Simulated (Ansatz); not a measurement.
Complex (SMILES): O (H2O) with FCl (F-Cl), atoms 1 to 3 the first; geometry from NCB31 set, monomers rigid:
```xyz
5

O      2.2398     0.0000    -0.0882
H      2.6009     0.7620     0.3771
H      2.6011    -0.7617     0.3772
Cl    -0.3159    -0.0001    -0.0169
F     -1.9723     0.0001     0.0266
```

Basis-set convergence of the uncorrected interaction energy at B3LYP with Ansatz (an electronic-structure program). All functions are spherical. The program fits the integrals of some runs and decomposes those of others, by size. No added dispersion term, no relativity. Functions are those of the species that has most. Reference: the counterpoise-corrected one, the value in aug-pcseg-3, -5.39 kcal/mol. Deviations are taken from unrounded values.

| basis | functions | uncorrected interaction energy (kcal/mol) | minus reference (kcal/mol) |
|---|---|---|---|
| pcseg-0 | 35 | -9.24 | -3.85 |
| pcseg-1 | 56 | -7.90 | -2.50 |
| aug-pcseg-1 | 91 | -5.82 | -0.43 |
| pcseg-2 | 122 | -5.81 | -0.42 |
| aug-pcseg-2 | 188 | -5.46 | -0.06 |
| pcseg-3 | 250 | -5.45 | -0.06 |
| aug-pcseg-3 | 357 | -5.42 | -0.02 |
| pcseg-4 | 429 | -5.42 | -0.02 |

The smallest set listed that lies within 0.2 kcal/mol of the reference with all its larger relatives (same family, alike in diffuse functions; a set with none counts only in the reference's own line) is aug-pcseg-2 (188 functions, -0.06 kcal/mol off).
